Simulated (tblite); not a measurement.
Compound: C₄H₉S (doublet state).
Atom-mapped SMILES: `[CH3:1][S:2][C:3]([CH3:4])[CH3:5]` (hydrogens: H6, H7, H8 on C1; H9, H10, H11 on C4; H12, H13, H14 on C5)

Structure used (GFN2-xTB), in Å, numbered top down from 1:
```
atom  x, y, z in Å
C1     2.2833   -0.2630    0.3316
S2     0.8011   -1.1595    0.9193
C3    -0.5008   -0.2210    0.2781
C4    -0.5070    1.2630    0.3985
C5    -1.8020   -0.9271    0.1244
H6     2.4517    0.6216    0.9380
H7     2.1500   -0.0032   -0.7135
H8     3.1140   -0.9514    0.4472
H9     0.4644    1.6960    0.1683
H10   -0.7807    1.5809    1.4119
H11   -1.2434    1.6802   -0.2874
H12   -2.2963   -0.6063   -0.7952
H13   -1.6490   -2.0027    0.0852
H14   -2.4859   -0.7079    0.9515
```

Computed values, GFN2-xTB/tblite, gas phase, harmonic and unscaled. This tight-binding method is rough: wavenumbers can miss measured ones by several per cent, in bad cases by 10 to 20. One conformer, not necessarily the lowest. Open shells enter through the occupations alone, without spin polarisation, and single modes of such species can be off by tens of per cent.

Harmonic wavenumbers (cm⁻¹): 28.1, 86.1, 128.7, 168.2, 219.6, 262.9, 331.0, 348.3, 658.4, 695.8, 919.5, 936.0, 959.1, 973.2, 983.3, 1040.4, 1202.6, 1253.6, 1301.4, 1392.8, 1404.1, 1445.2, 1454.0, 1466.6, 1475.6, 1482.2, 1486.0, 2891.9, 2909.8, 2967.5, 3011.1, 3024.8, 3031.1, 3040.7, 3043.7, 3059.8.

A = 6147, B = 2876, C = 2133 MHz; mass 89.042 u (most abundant isotopes); point group C1, symmetry number 1; spin multiplicity 2.

Question: Zero-point energy?

Answer: ½Σν̃ = 25542 cm⁻¹ = 73.03 kcal/mol.

Question: Give the ideal-gas entropy at 500 K and 1 bar in the rigid-rotor, harmonic-oscillator model (classical rotation).

Answer: Translation 41.97, rotation 28.09, vibration 35.85, spin (R ln 2) 1.38: S = 107.3 cal/(mol K).

Question: And Cp and H(500 K) − H(0)?

Answer: Cp = 39.59 cal/(mol K), of which vibrations give 31.64 (their classical limit is 36 R = 71.5); H(500 K) − H(0) = 12.52 kcal/mol without the zero-point energy, 8.54 from vibrations.

Question: Which modes carry the vibrational entropy at 500 K?

Answer: 28.1 cm⁻¹: 6.99; 86.1 cm⁻¹: 4.77; 128.7 cm⁻¹: 3.97; 168.2 cm⁻¹: 3.45; 219.6 cm⁻¹: 2.93; 262.9 cm⁻¹: 2.59 cal/(mol K); the other 30 give 11.16 together.

Question: How do the functions run with temperature in this model?

Answer: 
```tsv
T (K)	S (cal/(mol K))	Cp (cal/(mol K))	H − H(0) (kcal/mol)	G − H(0) (kcal/mol)	ln q(vib)
50	56.6	12.4	0.50	-2.33	0.71
100	66.6	16.8	1.23	-5.42	1.79
298.15	90.0	27.9	5.68	-21.16	5.84
373.15	96.8	32.4	7.94	-28.17	7.21
750	125.5	50.4	23.85	-70.28	13.59
1000	141.1	57.9	37.44	-103.66	17.44
```

q(vib) and H(0) count from the zero-point level.

Question: What must be added to the electronic energy to get the Gibbs energy at 500 K and 1 bar?

Answer: ZPE + [H(500 K) − H(0)] − T·S = 73.03 + 12.52 − 53.64 = 31.91 kcal/mol.

Hindered rotation and anharmonicity are outside this model. Other conformers, if any are populated, would add a mixing term that is left out. The structure is chiral; the term R ln 2 for an equal mix with its mirror image is left out.
